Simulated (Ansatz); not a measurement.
The same path of H₆SSi₂ (9 atoms, charge 0, multiplicity 1) was run twice with different band settings. Lost on the way: H3–S4. Made: Si1–H3.

Theory: UKS B3LYP-D4/def2-SVP in Ansatz 0.2.0.

Relaxed end points:

```xyz
9
Properties=species:S:1:pos:R:3
Si -1.288 -0.751 0.088
Si 1.100 -0.999 0.287
H -0.397 1.596 -1.650
S -0.885 1.699 -0.390
H -1.384 -0.296 1.549
H 1.364 -2.345 0.892
H 1.768 -0.994 -1.058
H 1.831 0.015 1.118
H -2.110 2.076 -0.836
```

```xyz
9
Properties=species:S:1:pos:R:3
Si -0.851 0.064 -0.101
Si 1.289 -0.838 0.260
H -1.464 -0.544 -1.320
S -0.579 2.201 -0.346
H -1.746 -0.241 1.055
H 1.169 -2.318 0.424
H 2.172 -0.547 -0.907
H 1.896 -0.259 1.493
H -1.887 2.481 -0.559
```

Common settings: movable images 5; climbing image yes; spring 5.0 eV/Å²; optimiser quadratic models (default); force threshold 0.03 eV/Å; iteration limit 60; end points relaxed.

| run | start path |
| --- | --- |
| 1 | through a guess of the saddle point |
| 2 | straight line |

Q: What does each run give, and how far can it be trusted?

A: Run 1: converged after 11 iterations, highest image 0.470 eV above the first end. Neighbouring images differ by up to 1.3 eV, so the band resolves the path poorly. A vibrational analysis at the climbing image gives one clearly imaginary mode, 764i cm⁻¹: a first-order saddle point.
Run 2: converged after 14 iterations, highest image 0.470 eV above the first end. Neighbouring images differ by up to 1.3 eV, so the band resolves the path poorly. Another band between the same ends (5 images) ends at a top of the same energy, where a vibrational analysis finds 1 clearly imaginary mode.
The orbitals stay closed-shell, which can raise the energy where a bond breaks towards radicals; this wasn't checked here.
